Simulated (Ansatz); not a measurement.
## Cd, dhcp: how the functional moves the structure

All rows: Ansatz, plane waves with scalar-relativistic PAW, 420 eV (500 eV for the SCAN forms), relaxed under each functional, no dispersion correction, no zero-point motion. B₀ comes from uniform scaling at fixed shape; a dash is a value not given.

| functional | V (Å³/atom) | cell | B₀ (GPa) | magnetic state | ΔE to hcp (meV/atom) |
| --- | --- | --- | --- | --- | --- |
| PBE | 22.80 | a = 3.206 Å, c = 10.244 Å (c/a = 3.195) | 41 | spin not included | 13 |
| r²SCAN | 21.61 | a = 3.153 Å, c = 10.037 Å (c/a = 3.183) | 52 | spin not included | 28 |
| PBEsol | 20.87 | a = 3.117 Å, c = 9.923 Å (c/a = 3.184) | 57 | spin not included | 16 |
| LDA | 19.87 | a = 3.068 Å, c = 9.749 Å (c/a = 3.178) | 68 | spin not included | 24 |
| revPBE | 23.90 | a = 3.231 Å, c = 10.573 Å (c/a = 3.272) | 33 | spin not included | 10 |
| RPBE | 24.35 | a = 3.250 Å, c = 10.649 Å (c/a = 3.277) | 31 | spin not included | 9 |
| BLYP | 26.46 | a = 3.340 Å, c = 10.956 Å (c/a = 3.280) | - | spin not included | 17 |

LDA gives the smallest volume and BLYP the largest.
